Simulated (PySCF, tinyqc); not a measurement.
Ways to converge the cycle: SCF convergence aids in the sto-6g basis, for CH2, spin multiplicity 1. Computed by the program tinyqc with PySCF. RHF with one setting changed at a time; a run stops when the energy changes by less than 1e-09 hartree and the error matrix is below 1e-5. The start is the core Hamiltonian. Damping d keeps d of the old density; a shift (hartree) raises the virtual levels; DIIS n extrapolates F over n matrices.

Geometry (angstrom):
```
atom,x,y,z
C,0.0000,0.0000,0.0000
H,0.0000,0.9070,0.4600
H,0.0000,-0.9070,0.4600
```

lowest restricted solution found by these runs and by PySCF = -38.718394 hartree

Largest element of the error matrix X^T (FDS - SDF) X:
```
iteration,plain,damping 0.3,damping 0.6,shift 0.4,DIIS 3,DIIS 8
1,7.5e-01,7.5e-01,7.5e-01,7.5e-01,7.5e-01,7.5e-01
2,1.0e-01,3.0e-01,5.1e-01,3.1e-01,1.0e-01,1.0e-01
3,3.0e-02,1.1e-01,3.4e-01,8.9e-02,2.4e-02,2.4e-02
4,9.0e-03,4.4e-02,2.2e-01,3.6e-02,3.0e-03,3.0e-03
5,2.8e-03,2.3e-02,1.4e-01,1.8e-02,3.4e-04,3.4e-04
6,8.6e-04,1.2e-02,8.9e-02,9.1e-03,2.5e-05,1.3e-05
8,9.0e-05,3.1e-03,3.7e-02,2.3e-03,2.4e-07,-
10,9.7e-06,8.1e-04,1.8e-02,6.1e-04,-,-
14,-,5.9e-05,4.8e-03,4.3e-05,-,-
20,-,1.3e-06,6.7e-04,-,-,-
30,-,-,2.7e-05,-,-,-
```

How each run ends:
```
run,iterations,E (hartree),state
plain,11,-38.61369,higher
damping 0.3,20,-38.61369,higher
damping 0.6,43,-38.61369,higher
shift 0.4,17,-38.61369,higher
DIIS 3,8,-38.61369,higher
DIIS 8,7,-38.61369,higher
```

What does the comparison show, and why?

No run reaches the lowest restricted solution found. Ending on a higher stationary point: plain, damping 0.3, damping 0.6, shift 0.4, DIIS 3, DIIS 8; a small error matrix cannot reveal that, and an occupation fixed by the start is kept by symmetry or by the shape of the basin. Plain steps already contract here, so damping only slows them. DIIS 3 and DIIS 8 gain by cancelling the error over several earlier matrices, much as a quasi-Newton step does. The restricted reference is unstable here: a spin-polarised solution lies 0.0485 hartree lower (PySCF), so results built on it describe a poor reference.
